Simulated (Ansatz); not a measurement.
Loss of C2H6: C2H6O2S → SO2 + C2H6

Species: C2H6O2S (dimethyl sulfone) `CS(C)(=O)=O`, singlet; SO2 (sulfur dioxide) `O=S=O`, singlet; C2H6 `CC`, singlet. 

Shapes, held fixed at every level: PBE0-D4/def2-TZVP. Programs: Ansatz 0.2.0. The zero-point and thermal change to 298 K, harmonic and unscaled (PBE0-D4/def2-TZVP), is -5.9 kJ/mol.

**The experiment to reproduce.** Tabulated heats of formation (Active Thermochemical Tables, CRC Handbook of Chemistry and Physics, NIST-JANAF tables): C2H6O2S -373.1 (CRC); SO2 -296.8 (JANAF); C2H6 -83.8 (ATcT) kJ/mol, which give ΔH(298 K) = -7.5 kJ/mol.

| level | kind | ΔH (kJ/mol) | computed − measured |
| --- | --- | --- | --- |
| HF/def2-SVP | Hartree–Fock | -32.1 | -24.5 |
| r2SCAN-D4/def2-TZVPP | meta-GGA | +15.9 | +23.4 |
| PBE0-D4/def2-TZVPP | global hybrid | +21.5 | +29.0 |
| wB97M-V/def2-TZVPP | range-separated hybrid | -2.2 | +5.4 |
| B2PLYP/def2-TZVPP | double hybrid | -22.2 | -14.6 |
| MP2/def2-TZVPP | perturbation theory | -9.8 | -2.3 |
| CCSD/def2-TZVPP | coupled cluster or CI | -8.9 | -1.4 |
| CCSD(T)/CBS estimate | coupled cluster or CI | -3.0 | +4.5 |

Nearest: CCSD/def2-TZVPP (-1.4); farthest: PBE0-D4/def2-TZVPP (+29.0). 4 of 8 levels lie within 10 kJ/mol. The CBS estimate extrapolates MP2 from def2-TZVPP and def2-QZVPP and adds CCSD(T) − MP2 in the triple-zeta set, cores frozen.
